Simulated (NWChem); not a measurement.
Extrapolating the UMP2 correlation energy of N

SMILES: [N]
```xyz
1

N      0.0000     0.0000     0.0000
```
Charge 0, spin multiplicity 4.

All runs are NWChem calculations.

The correlated methods keep 1 core orbital frozen. No SCF solution was tested for a lower state. Open-shell Hartree-Fock references start from PBE0 orbitals.

Worked example. The UMP2 correlation energy is -95.93 mHa in cc-pVTZ and -103.88 mHa in cc-pVQZ. The form E(X) = E∞ + A/X³ turns the pair into an estimate of the basis-set limit.

E∞ = (4³·(-103.88) − 3³·(-95.93))/(4³ − 3³) = -109.7 mHa. The larger basis holds 95 % of that. This is a two-point estimate.
